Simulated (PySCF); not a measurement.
SiH₂, SMILES [SiH2] (connectivity only; charge and spin as stated), neutral, multiplicity 1.

The structure is a stationary point at PBE-D3(BJ)/def2-TZVPD. The isomer is the one that the SMILES or the coordinates give; other isomers of the formula were not compared.

Level of theory: PySCF with PBE-D3(BJ)/def2-TZVPD.

Frequencies are harmonic and unscaled.

```csv
mode,ν (cm⁻¹),IR (km/mol),moving atoms (share of kinetic energy)
1,973,63.2,H 97 %
2,1971,213.2,H 97 %
3,1978,241.9,H 97 %
```
